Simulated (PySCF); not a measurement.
**Atomic charges against the basis set**

Compound: phosphorus tetramer, P4.
Bonds: P1–P2, P2–P3, P3–P4, P1–P3, P1–P4, P2–P4.

PBE0 throughout (PySCF), one geometry, spherical d and f functions. Isolated species at its PBE0-D3(BJ)/def2-SVP geometry, gas phase. Atoms taken as equivalent share a column and are averaged.

Mulliken charges (e):

| basis | functions | P1/P2/P3/P4 |
| --- | --- | --- |
| STO-3G | 36 | 0.000 |
| 6-31G | 52 | 0.000 |
| pcSseg-0 | 52 | 0.000 |
| 6-31G* | 72 | 0.000 |
| cc-pVDZ | 72 | 0.000 |
| def2-SVP | 72 | 0.000 |
| aug-cc-pVDZ | 108 | 0.000 |
| cc-pVTZ | 136 | 0.000 |
| 6-311+G(2d,p) | 140 | 0.000 |
| def2-TZVP | 148 | 0.000 |
| IGLO-III | 176 | 0.000 |
| pcSseg-3 | 304 | 0.000 |

IAO charges (e):

| basis | functions | P1/P2/P3/P4 |
| --- | --- | --- |
| STO-3G | 36 | 0.000 |
| 6-31G | 52 | 0.000 |
| pcSseg-0 | 52 | 0.000 |
| 6-31G* | 72 | 0.000 |
| cc-pVDZ | 72 | 0.000 |
| def2-SVP | 72 | 0.000 |
| aug-cc-pVDZ | 108 | 0.000 |
| cc-pVTZ | 136 | 0.000 |
| 6-311+G(2d,p) | 140 | 0.000 |
| def2-TZVP | 148 | 0.000 |
| IGLO-III | 176 | 0.000 |
| pcSseg-3 | 304 | 0.000 |

Hirshfeld charges (e):

```csv
basis,functions,P1/P2/P3/P4
STO-3G,36,0.000
6-31G,52,0.000
pcSseg-0,52,0.000
6-31G*,72,0.000
cc-pVDZ,72,0.000
def2-SVP,72,0.000
aug-cc-pVDZ,108,0.000
cc-pVTZ,136,0.000
"6-311+G(2d,p)",140,0.000
def2-TZVP,148,0.000
IGLO-III,176,0.000
pcSseg-3,304,0.000
```

Question: Which scheme is steadiest as the basis changes?

Answer: Largest range over the bases for any column: IAO 0.00 e, Hirshfeld 0.00 e, Mulliken 0.00 e. The schemes move by about as much. Without the minimal STO-3G basis the ranges are IAO 0.00, Hirshfeld 0.00, Mulliken 0.00 e.

Question: How much do the charges still move between the two largest bases, IGLO-III and pcSseg-3?

Answer: At most, over all atoms: Mulliken 0.000 e, IAO 0.000 e, Hirshfeld 0.000 e.

Question: What do the same runs give for the total energy and the frontier levels?

Answer: 
```csv
basis,energy (Eh),HOMO (eV),LUMO (eV)
STO-3G,-1349.5138,-4.15,3.97
6-31G,-1364.6970,-8.28,-1.13
pcSseg-0,-1363.2564,-8.78,-1.53
6-31G*,-1364.8722,-7.77,-0.87
cc-pVDZ,-1364.9661,-7.64,-0.69
def2-SVP,-1364.5263,-7.78,-0.78
aug-cc-pVDZ,-1364.9725,-7.65,-0.82
cc-pVTZ,-1365.0212,-7.62,-0.78
"6-311+G(2d,p)",-1364.9973,-7.64,-0.84
def2-TZVP,-1365.0086,-7.59,-0.79
IGLO-III,-1364.9921,-7.58,-0.69
pcSseg-3,-1365.0511,-7.60,-0.84
```
